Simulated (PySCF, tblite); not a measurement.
**difluorophosphine (PHF₂): dynamics, then NMR shifts and electronic excitations on frames**

How do NMR shifts and electronic excitations of difluorophosphine (PHF₂) (`FPF`) change as the atoms move?

Computed with tblite 0.8.0 and PySCF 2.14.0, with density-fitted response routines of our own, on a single molecule in the gas phase. Atoms are numbered from 0 throughout.

**1. The starting structure**

4 atoms, charge 0, multiplicity 1; geometry from: GFN2-xTB.

Bonds of the start (Å): F0–P1 1.62, P1–F2 1.62, P1–H3 1.42.

**2. Thermal motion with GFN2-xTB**

Job settings and geometry (Å):

```
{"job": {"kind": "md", "xc": "GFN2-xTB", "basis": "xTB", "temperature": 300, "steps": 2000, "every": 50, "frames": 5}, "charge": 0, "multiplicity": 1}
F     -1.148061    -0.707186    -0.206820
P     -0.002017     0.075887     0.621805
F      1.226903    -0.570246    -0.205903
H     -0.066592     1.206318    -0.231936
```

With the program's defaults for keys left out, this is: GFN2-xTB Langevin dynamics, gas phase.

The run is started by

```console
OMP_NUM_THREADS=1 python probes_run.py task.json out
```

One launch serves the whole session: the jobs run in the order shown.

What it wrote:

```text
t/fs     T/K      E/eV
    0.0   123.6   -342.04223
   25.0   147.2   -342.01044
   50.0   163.7   -342.01318
   75.0   203.7   -342.02570
  100.0   299.8   -341.99392
  125.0   470.8   -341.94773
  150.0   374.4   -341.98959
  175.0   383.0   -342.00437
  200.0   237.9   -341.95077
  225.0   357.1   -341.98629
  250.0   282.9   -341.89047
  275.0   218.0   -341.96102
  300.0   148.7   -341.88311
  325.0   411.2   -341.93995
  350.0   340.6   -341.95947
  375.0   437.2   -341.90067
  400.0   219.6   -341.87861
  425.0   107.2   -341.77684
  450.0   221.3   -341.84653
  475.0   419.5   -341.91089
  500.0   401.0   -341.97837
  525.0   154.1   -341.94710
  550.0   165.0   -341.99793
  575.0   340.5   -342.00231
  600.0   322.3   -341.93243
  625.0   375.0   -341.92166
  650.0   413.7   -341.99903
  675.0   197.7   -341.96882
  700.0   165.5   -341.96523
  725.0   195.4   -341.98393
  750.0   313.0   -342.00087
  775.0   330.5   -341.93964
  800.0   232.9   -341.89659
  825.0   271.3   -342.01369
  850.0   158.8   -341.99076
  875.0   333.7   -341.98059
  900.0   510.6   -342.02610
  925.0   338.6   -341.99113
  950.0   182.2   -341.93814
  975.0   397.3   -342.01216
 1000.0   249.3   -342.01313
```

It took 4 s on 1 thread of Arm Neoverse V1, shared host; peak memory 0.18 GiB.

Distance from the start (root mean square after alignment): 0 fs 0.00 Å, 200 fs 0.05 Å, 400 fs 0.06 Å, 600 fs 0.08 Å, 800 fs 0.06 Å, 1000 fs 0.04 Å.

Positions (Å) and forces (eV/Å) at 1000 fs:

```xyz
4

F    -1.264   -0.970    1.287   -0.086   -0.348   -0.011
P     0.222   -1.355    0.762   -0.443    0.663   -0.150
F     0.002   -0.620   -0.677    0.152   -0.231    0.191
H     0.680   -0.156    1.356    0.377   -0.084   -0.031
```

**3. NMR shieldings: 250 fs, PBE0/pcSseg-1**

Job settings and geometry (Å):

```
{"job": {"kind": "nmr", "xc": "PBE0", "basis": "pcSseg-1", "pop": false}, "charge": 0, "multiplicity": 1}
F     -1.352000    -0.901400     0.741500
P     -0.127900     0.214300     0.910600
F      0.207400    -0.064900    -0.665600
H     -0.990200     1.227300     0.460100
```

With the program's defaults for keys left out, this is: GIAO PBE0/pcSseg-1 NMR shielding, non-relativistic, gas phase.

What it wrote:

```text
coarse grid: 4416 points
cycle   1  E = -541.1885352389  dE =  2.158e-01  |g| = 7.274e-01  |ddm| = 1.761e+00
cycle   2  E = -541.0267954498  dE =  1.617e-01  |g| = 1.255e+00  |ddm| = 1.115e+00
cycle   3  E = -541.2788835218  dE = -2.521e-01  |g| = 3.213e-02  |ddm| = 6.827e-01
cycle   4  E = -541.2789863989  dE = -1.029e-04  |g| = 2.294e-02  |ddm| = 4.136e-02
cycle   5  E = -541.2790548704  dE = -6.847e-05  |g| = 8.750e-03  |ddm| = 1.600e-02
cycle   6  E = -541.2790660446  dE = -1.117e-05  |g| = 7.992e-04  |ddm| = 4.716e-03
cycle   7  E = -541.2790662062  dE = -1.616e-07  |g| = 1.973e-04  |ddm| = 1.302e-03
final grid: 40512 points
cycle   8  E = -541.3079010031  dE = -1.084e-05  |g| = 1.059e-03  |ddm| = 9.189e-03
cycle   9  E = -541.3079010457  dE = -4.258e-08  |g| = 1.135e-03  |ddm| = 2.127e-03
cycle  10  E = -541.3079012499  dE = -2.042e-07  |g| = 2.894e-04  |ddm| = 8.871e-04
cycle  11  E = -541.3079012623  dE = -1.237e-08  |g| = 6.759e-05  |ddm| = 2.529e-04
cycle  12  E = -541.3079012631  dE = -7.658e-10  |g| = 1.385e-05  |ddm| = 6.235e-05
converged SCF energy = -541.3079012631

GIAO shielding tensors (ppm)
atom      isotropic    diamagn.    paramagn.     s11        s22        s33       span
  0 F      290.163     473.911    -183.748     33.283    267.062    570.145    536.862
  1 P       47.764     959.289    -911.525   -187.444     74.615    256.120    443.564
  2 F      301.786     474.873    -173.087     61.084    245.957    598.318    537.233
  3 H       23.216      27.952      -4.736     20.190     21.249     28.209      8.020
```

It took 2.4 s on 1 thread of Arm Neoverse V1, shared host; peak memory 0.29 GiB.

The references, computed at this level on geometries of the same kind, shield at (ppm): ¹H TMS 31.72, ¹⁹F CFCl3 170.9, ³¹P H3PO4 318.4. Their shielding less the atom's gives the shift. The references are single molecules in the gas phase, so shifts against H2O, NH3, PH3, H3PO4 or CFCl3 are not on the usual liquid scales and can be off by tens of ppm. Each atom is listed at this fixed geometry, with no averaging over motion; a spectrum would average atoms that exchange fast.

```tsv
atoms	environment	σ (ppm)	δ (ppm)
H3	hydrogen on a phosphorus bonded to 2 F	23.22	8.50
F0	fluorine bonded to P	290.2	-119.2
F2	fluorine bonded to P	301.8	-130.8
P1	phosphorus bonded to 2 F, H	47.8	270.6
```

Orbitals, density, ELF and potential are computed afterwards from the orbital file.

Frontier orbitals at PBE0/pcSseg-1, with the share of their density that lies nearest to each atom:

```tsv
orbital	energy (eV)	lies on
HOMO	-8.66	P1 49 %; H3 23 %; F0, F2 about 14 % each
LUMO	-1.43	P1 60 %; F0, F2 about 15 % each; H3 10 %
```

ELF in a plane through or near 3 of the atoms.

Values, 10 rows by 14 columns:
```
0.00 0.00 0.00 0.00 0.00 0.00 0.00 0.00 0.00 0.00 0.00 0.00 0.00 0.00
0.00 0.00 0.00 0.00 0.00 0.00 0.00 0.01 0.00 0.00 0.00 0.00 0.00 0.00
0.00 0.00 0.00 0.00 0.00 0.06 0.73 0.96 0.96 0.64 0.02 0.00 0.00 0.00
0.00 0.00 0.00 0.01 0.01 0.04 0.91 1.00 1.00 0.93 0.14 0.00 0.00 0.00
0.00 0.00 0.04 0.39 0.60 0.31 0.52 0.91 0.88 0.17 0.01 0.00 0.00 0.00
0.00 0.00 0.16 0.70 0.66 0.72 0.40 0.27 0.53 0.59 0.39 0.05 0.00 0.00
0.00 0.00 0.06 0.44 0.80 0.75 0.07 0.47 0.61 0.79 0.65 0.14 0.00 0.00
0.00 0.00 0.00 0.05 0.19 0.13 0.01 0.37 0.70 0.62 0.26 0.02 0.00 0.00
0.00 0.00 0.00 0.00 0.00 0.00 0.00 0.02 0.07 0.05 0.01 0.00 0.00 0.00
0.00 0.00 0.00 0.00 0.00 0.00 0.00 0.00 0.00 0.00 0.00 0.00 0.00 0.00
```
The map spans 7.8 Å across and 7.4 Å up, centred on the molecule. Atoms in the plane (x, y in Å): F0 (-1.3, -0.3), F2 (0.9, -0.9), H3 (0.3, 1.1).

On the surface of density 0.002 e/bohr³ the electrostatic potential runs, from the 1st to the 99th percentile, from -1.10 V near F0 to 2.22 V near P1.

**4. TDDFT and polarisability: 250 fs, PBE0/def2-SVPD**

Job settings and geometry (Å):

```
{"job": {"kind": "uv", "xc": "PBE0", "basis": "def2-SVPD", "nstates": 5, "ntriplets": 0}, "charge": 0, "multiplicity": 1}
F     -1.352000    -0.901400     0.741500
P     -0.127900     0.214300     0.910600
F      0.207400    -0.064900    -0.665600
H     -0.990200     1.227300     0.460100
```

With the program's defaults for keys left out, this is: TDDFT PBE0/def2-SVPD, vertical, gas phase, core orbitals frozen in the response.

What it wrote:

```text
coarse grid: 4416 points
cycle   1  E = -540.9575879173  dE =  1.890e-01  |g| = 6.460e-01  |ddm| = 2.015e+00
cycle   2  E = -540.7934974909  dE =  1.641e-01  |g| = 1.178e+00  |ddm| = 1.282e+00
cycle   3  E = -541.0368641825  dE = -2.434e-01  |g| = 3.931e-02  |ddm| = 7.596e-01
cycle   4  E = -541.0371189708  dE = -2.548e-04  |g| = 1.962e-02  |ddm| = 7.273e-02
cycle   5  E = -541.0371751522  dE = -5.618e-05  |g| = 1.017e-02  |ddm| = 2.226e-02
cycle   6  E = -541.0371925413  dE = -1.739e-05  |g| = 6.498e-04  |ddm| = 6.902e-03
cycle   7  E = -541.0371926658  dE = -1.245e-07  |g| = 1.990e-04  |ddm| = 1.365e-03
final grid: 40512 points
cycle   8  E = -541.0973238047  dE = -6.626e-06  |g| = 1.273e-03  |ddm| = 2.095e-02
cycle   9  E = -541.0973237975  dE =  7.199e-09  |g| = 1.453e-03  |ddm| = 2.944e-03
cycle  10  E = -541.0973241541  dE = -3.565e-07  |g| = 3.506e-04  |ddm| = 1.289e-03
cycle  11  E = -541.0973241775  dE = -2.345e-08  |g| = 4.517e-05  |ddm| = 3.948e-04
cycle  12  E = -541.0973241779  dE = -4.113e-10  |g| = 1.862e-05  |ddm| = 6.334e-05
converged SCF energy = -541.0973241779

Static polarisability (au): isotropic 26.884, principal 26.290 26.855 27.507

Singlet excitations
state   eV       nm        f      main configurations
  1   5.5441    223.6   0.02275   H->L 0.98
  2   6.8457    181.1   0.07974   H->L+1 0.96
  3   8.0408    154.2   0.00674   H-1->L 0.98
  4   8.5132    145.6   0.13950   H->L+2 0.99
  5   8.7041    142.4   0.02284   H-3->L 0.43, H-2->L 0.36, H-1->L+1 0.18
```

Run time: 2.6 s. Hardware: 1 thread of Arm Neoverse V1, shared host; peak memory 0.33 GiB.

Frontier orbitals and where they lie:

```tsv
orbital	eV	atoms
HOMO−3	-12.24	F0 52 %, F2 44 %
HOMO−2	-11.86	F0 36 %, F2 31 %, P1 24 %
HOMO−1	-11.49	F0 54 %, F2 44 %
HOMO	-8.81	P1 52 %, H3 17 %, F2 16 %
LUMO	-1.67	P1 60 %, F0 15 %, F2 15 %
LUMO+1	-0.79	P1 64 %, H3 15 %, F0 10 %
LUMO+2	1.14	P1 61 %, H3 24 %, F2 8 %
```

With each of the 5 states as a Gaussian band of 0.4 eV half-width at 1/e, the curve within the window shown has maxima at 224 nm (ε 920), 181 nm (ε 3,200), 146 nm (ε 6,400) L/(mol cm). Beyond the last state computed it falls off for lack of states. The curve at chosen wavelengths:

nm, ε (L/mol/cm) and a bar:
```
      138       1780 ########
      143       5603 ###########################
      147       6232 ##############################
      152       3145 ###############
      156       1147 #####
      161        277 #
      165        242 #
      170        868 ####
      174       1895 #########
      179       3061 ##############
      183       3158 ###############
      188       2252 ###########
      192       1326 ######
      197        539 ##
      201        273 #
      206        263 #
      210        408 ##
      215        663 ###
      219        836 ####
      224        921 ####
      228        866 ####
      233        688 ###
      237        513 ##
      242        315 #
      246        196 
      251         98
```

Leading natural transition orbitals of singlet state 4: the hole lies on P1 51 %; H3 23 %; F0, F2 about 13 % each; the particle on H3 45 %; P1 37 %; F0, F2 about 9 % each.

Leading natural transition orbitals of singlet state 1: the hole lies on P1 41 %; H3 31 %; F0, F2 about 14 % each; the particle on P1 59 %; H3 15 %; F0, F2 about 13 % each.

Ground-state properties from the same run:

```tsv
property	computed
dipole moment (D)	2.29
polarisability (Å³)	3.98
HOMO–LUMO gap (eV)	7.13
−ε(HOMO) (eV)	8.81
```

**5. NMR shieldings: 425 fs, PBE0/pcSseg-1**

Job settings and geometry (Å):

```
{"job": {"kind": "nmr", "xc": "PBE0", "basis": "pcSseg-1", "pop": false}, "charge": 0, "multiplicity": 1}
F     -1.431300    -0.989800     0.926200
P     -0.024500     0.059300     0.742000
F     -0.020100     0.086800    -0.863300
H     -0.842000     1.115300     0.810300
```

Level: GIAO PBE0/pcSseg-1 NMR shielding, non-relativistic, gas phase.

What it wrote:

```text
coarse grid: 4416 points
cycle   1  E = -541.1875544449  dE =  1.778e-01  |g| = 7.221e-01  |ddm| = 1.771e+00
cycle   2  E = -541.0014523207  dE =  1.861e-01  |g| = 1.302e+00  |ddm| = 1.136e+00
cycle   3  E = -541.2767207944  dE = -2.753e-01  |g| = 8.860e-02  |ddm| = 7.180e-01
cycle   4  E = -541.2774233796  dE = -7.026e-04  |g| = 6.046e-02  |ddm| = 7.499e-02
cycle   5  E = -541.2779541968  dE = -5.308e-04  |g| = 6.540e-03  |ddm| = 2.977e-02
cycle   6  E = -541.2779606102  dE = -6.413e-06  |g| = 1.057e-03  |ddm| = 5.635e-03
final grid: 40512 points
cycle   7  E = -541.3070932479  dE = -1.266e-05  |g| = 2.405e-03  |ddm| = 8.406e-03
cycle   8  E = -541.3070915678  dE =  1.680e-06  |g| = 4.157e-03  |ddm| = 3.248e-03
cycle   9  E = -541.3070941784  dE = -2.611e-06  |g| = 7.330e-05  |ddm| = 1.987e-03
cycle  10  E = -541.3070941793  dE = -9.129e-10  |g| = 3.629e-05  |ddm| = 1.070e-04
cycle  11  E = -541.3070941795  dE = -2.004e-10  |g| = 1.215e-05  |ddm| = 3.346e-05
converged SCF energy = -541.3070941795

GIAO shielding tensors (ppm)
atom      isotropic    diamagn.    paramagn.     s11        s22        s33       span
  0 F      281.004     473.433    -192.429    -22.714    298.195    567.532    590.246
  1 P       32.053     959.214    -927.161   -175.929     29.068    243.022    418.951
  2 F      304.549     473.591    -169.042     70.736    248.943    593.967    523.231
  3 H       23.940      29.259      -5.319     20.992     22.796     28.033      7.041
```

Run time: 1.2 s. Hardware: 1 thread of Arm Neoverse V1, shared host; peak memory 0.33 GiB.

Key values: δ F0 -110.1, F2 -133.6, P1 286.3, H3 7.78 ppm.

**6. Excited states and response: 425 fs, PBE0/def2-SVPD**

Job settings and geometry (Å):

```
{"job": {"kind": "uv", "xc": "PBE0", "basis": "def2-SVPD", "nstates": 5, "ntriplets": 0}, "charge": 0, "multiplicity": 1}
F     -1.431300    -0.989800     0.926200
P     -0.024500     0.059300     0.742000
F     -0.020100     0.086800    -0.863300
H     -0.842000     1.115300     0.810300
```

With the program's defaults for keys left out, this is: TDDFT PBE0/def2-SVPD, vertical, gas phase, core orbitals frozen in the response.

What it wrote:

```text
coarse grid: 4416 points
cycle   1  E = -540.9566882362  dE =  1.510e-01  |g| = 6.391e-01  |ddm| = 2.048e+00
cycle   2  E = -540.7708551127  dE =  1.858e-01  |g| = 1.220e+00  |ddm| = 1.305e+00
cycle   3  E = -541.0340202930  dE = -2.632e-01  |g| = 8.750e-02  |ddm| = 7.904e-01
cycle   4  E = -541.0348755678  dE = -8.553e-04  |g| = 5.555e-02  |ddm| = 9.944e-02
cycle   5  E = -541.0353835187  dE = -5.080e-04  |g| = 8.258e-03  |ddm| = 3.768e-02
cycle   6  E = -541.0353969648  dE = -1.345e-05  |g| = 6.967e-04  |ddm| = 1.061e-02
cycle   7  E = -541.0353971135  dE = -1.488e-07  |g| = 2.042e-04  |ddm| = 1.499e-03
final grid: 40512 points
cycle   8  E = -541.0961118455  dE = -7.103e-06  |g| = 1.601e-03  |ddm| = 2.256e-02
cycle   9  E = -541.0961114181  dE =  4.273e-07  |g| = 2.316e-03  |ddm| = 2.931e-03
cycle  10  E = -541.0961123053  dE = -8.872e-07  |g| = 3.296e-04  |ddm| = 1.572e-03
cycle  11  E = -541.0961123272  dE = -2.192e-08  |g| = 6.933e-05  |ddm| = 4.417e-04
cycle  12  E = -541.0961123278  dE = -5.842e-10  |g| = 4.818e-05  |ddm| = 8.193e-05
cycle  13  E = -541.0961123282  dE = -4.086e-10  |g| = 3.853e-06  |ddm| = 3.644e-05
converged SCF energy = -541.0961123282

Static polarisability (au): isotropic 26.892, principal 24.918 26.272 29.487

Singlet excitations
state   eV       nm        f      main configurations
  1   5.7614    215.2   0.03422   H->L 0.96
  2   6.6584    186.2   0.05854   H->L+1 0.96
  3   8.1964    151.3   0.01211   H-1->L 0.83, H-2->L 0.13
  4   8.4872    146.1   0.05776   H->L+2 0.54, H-2->L 0.35
  5   8.5290    145.4   0.10857   H->L+2 0.45, H-2->L 0.39
```

Run time: 1.8 s. Hardware: 1 thread of Arm Neoverse V1, shared host; peak memory 0.33 GiB.

Key values: HOMO -8.82 eV, LUMO -1.53 eV; lowest singlet 5.76 eV.

**7. NMR shieldings: 625 fs, PBE0/pcSseg-1**

Job settings and geometry (Å):

```
{"job": {"kind": "nmr", "xc": "PBE0", "basis": "pcSseg-1", "pop": false}, "charge": 0, "multiplicity": 1}
F     -0.826600    -1.642900     0.944100
P      0.155300    -0.450100     0.739800
F     -0.375500    -0.099200    -0.735200
H     -0.709800     0.528000     1.167300
```

Method: GIAO PBE0/pcSseg-1 NMR shielding, non-relativistic, gas phase.

What it wrote:

```text
coarse grid: 4416 points
cycle   1  E = -541.2137664634  dE =  3.496e-01  |g| = 6.673e-01  |ddm| = 1.854e+00
cycle   2  E = -541.1236750188  dE =  9.009e-02  |g| = 1.030e+00  |ddm| = 9.103e-01
cycle   3  E = -541.2839598586  dE = -1.603e-01  |g| = 3.314e-02  |ddm| = 5.389e-01
cycle   4  E = -541.2840920014  dE = -1.321e-04  |g| = 1.777e-02  |ddm| = 3.726e-02
cycle   5  E = -541.2841314830  dE = -3.948e-05  |g| = 7.141e-03  |ddm| = 1.248e-02
cycle   6  E = -541.2841388992  dE = -7.416e-06  |g| = 6.394e-04  |ddm| = 4.271e-03
final grid: 40512 points
cycle   7  E = -541.3124466767  dE = -1.068e-05  |g| = 1.557e-03  |ddm| = 8.448e-03
cycle   8  E = -541.3124464012  dE =  2.755e-07  |g| = 2.148e-03  |ddm| = 2.281e-03
cycle   9  E = -541.3124470690  dE = -6.679e-07  |g| = 1.887e-04  |ddm| = 1.118e-03
cycle  10  E = -541.3124470749  dE = -5.883e-09  |g| = 5.460e-05  |ddm| = 2.496e-04
cycle  11  E = -541.3124470753  dE = -4.009e-10  |g| = 2.596e-05  |ddm| = 5.590e-05
converged SCF energy = -541.3124470753

GIAO shielding tensors (ppm)
atom      isotropic    diamagn.    paramagn.     s11        s22        s33       span
  0 F      310.953     471.328    -160.374     99.331    273.526    560.003    460.673
  1 P       88.483     960.490    -872.007   -104.195     69.205    300.439    404.635
  2 F      317.511     474.550    -157.039     93.908    252.967    605.657    511.749
  3 H       23.802      29.013      -5.212     19.959     22.542     28.904      8.945
```

Run time: 1.2 s. Hardware: 1 thread of Arm Neoverse V1, shared host; peak memory 0.33 GiB.

Key values: δ F0 -140.0, F2 -146.6, P1 229.9, H3 7.92 ppm.

**8. TDDFT and polarisability: 625 fs, PBE0/def2-SVPD**

Job settings and geometry (Å):

```
{"job": {"kind": "uv", "xc": "PBE0", "basis": "def2-SVPD", "nstates": 5, "ntriplets": 0}, "charge": 0, "multiplicity": 1}
F     -0.826600    -1.642900     0.944100
P      0.155300    -0.450100     0.739800
F     -0.375500    -0.099200    -0.735200
H     -0.709800     0.528000     1.167300
```

Level: TDDFT PBE0/def2-SVPD, vertical, gas phase, core orbitals frozen in the response.

What it wrote:

```text
coarse grid: 4416 points
cycle   1  E = -540.9795299993  dE =  3.267e-01  |g| = 5.867e-01  |ddm| = 2.187e+00
cycle   2  E = -540.8895583463  dE =  8.997e-02  |g| = 9.462e-01  |ddm| = 1.085e+00
cycle   3  E = -541.0399638663  dE = -1.504e-01  |g| = 4.192e-02  |ddm| = 6.191e-01
cycle   4  E = -541.0402431374  dE = -2.793e-04  |g| = 1.835e-02  |ddm| = 6.398e-02
cycle   5  E = -541.0402900598  dE = -4.692e-05  |g| = 8.539e-03  |ddm| = 1.799e-02
cycle   6  E = -541.0403024657  dE = -1.241e-05  |g| = 5.135e-04  |ddm| = 6.865e-03
cycle   7  E = -541.0403025486  dE = -8.291e-08  |g| = 1.333e-04  |ddm| = 1.214e-03
final grid: 40512 points
cycle   8  E = -541.1000049184  dE = -6.338e-06  |g| = 1.251e-03  |ddm| = 2.369e-02
cycle   9  E = -541.1000050426  dE = -1.242e-07  |g| = 1.153e-03  |ddm| = 3.391e-03
cycle  10  E = -541.1000052882  dE = -2.456e-07  |g| = 3.519e-04  |ddm| = 1.422e-03
cycle  11  E = -541.1000053091  dE = -2.089e-08  |g| = 3.974e-05  |ddm| = 3.163e-04
cycle  12  E = -541.1000053094  dE = -2.973e-10  |g| = 1.422e-05  |ddm| = 5.665e-05
converged SCF energy = -541.1000053094

Static polarisability (au): isotropic 25.864, principal 24.482 26.239 26.871

Singlet excitations
state   eV       nm        f      main configurations
  1   5.9314    209.0   0.03390   H->L 0.96
  2   6.8653    180.6   0.10181   H->L+1 0.95
  3   8.2608    150.1   0.10273   H->L+2 0.99
  4   9.5116    130.4   0.03609   H-1->L 0.59, H-2->L 0.34
  5   9.6593    128.4   0.04392   H-2->L 0.62, H-1->L 0.27
```

Wall time 1.8 s (1 thread of Arm Neoverse V1, shared host); peak memory 0.33 GiB.

In short: HOMO -8.31 eV, LUMO -0.88 eV; lowest singlet 5.93 eV.

**9. NMR shieldings: 800 fs, PBE0/pcSseg-1**

Job settings and geometry (Å):

```
{"job": {"kind": "nmr", "xc": "PBE0", "basis": "pcSseg-1", "pop": false}, "charge": 0, "multiplicity": 1}
F     -0.662100    -1.594200     1.196000
P      0.596800    -0.790900     0.562400
F     -0.285300    -0.103900    -0.600000
H      0.319200     0.322200     1.604100
```

With the program's defaults for keys left out, this is: GIAO PBE0/pcSseg-1 NMR shielding, non-relativistic, gas phase.

What it wrote:

```text
coarse grid: 4416 points
cycle   1  E = -541.2048921867  dE =  2.090e-01  |g| = 6.939e-01  |ddm| = 1.779e+00
cycle   2  E = -541.0851408267  dE =  1.198e-01  |g| = 1.132e+00  |ddm| = 1.006e+00
cycle   3  E = -541.2842646783  dE = -1.991e-01  |g| = 3.203e-02  |ddm| = 5.995e-01
cycle   4  E = -541.2844191431  dE = -1.545e-04  |g| = 1.196e-02  |ddm| = 4.229e-02
cycle   5  E = -541.2844448655  dE = -2.572e-05  |g| = 2.160e-03  |ddm| = 1.503e-02
cycle   6  E = -541.2844458519  dE = -9.864e-07  |g| = 1.029e-03  |ddm| = 2.721e-03
final grid: 40512 points
cycle   7  E = -541.3136256400  dE = -1.131e-05  |g| = 1.874e-03  |ddm| = 8.705e-03
cycle   8  E = -541.3136252100  dE =  4.300e-07  |g| = 2.666e-03  |ddm| = 3.250e-03
cycle   9  E = -541.3136262901  dE = -1.080e-06  |g| = 2.766e-04  |ddm| = 1.476e-03
cycle  10  E = -541.3136263059  dE = -1.575e-08  |g| = 5.908e-05  |ddm| = 3.777e-04
cycle  11  E = -541.3136263066  dE = -6.868e-10  |g| = 7.672e-06  |ddm| = 7.201e-05
converged SCF energy = -541.3136263066

GIAO shielding tensors (ppm)
atom      isotropic    diamagn.    paramagn.     s11        s22        s33       span
  0 F      296.393     473.014    -176.622     84.053    247.465    557.660    473.607
  1 P       63.828     959.069    -895.241   -110.288     31.611    270.160    380.448
  2 F      288.509     474.394    -185.884     77.287    264.805    523.436    446.148
  3 H       22.009      25.803      -3.795     18.664     20.301     27.060      8.396
```

It took 1.2 s on 1 thread of Arm Neoverse V1, shared host; peak memory 0.33 GiB.

Key values: δ F2 -117.6, F0 -125.4, P1 254.5, H3 9.71 ppm.

(Part 1 of 2 ends here.)
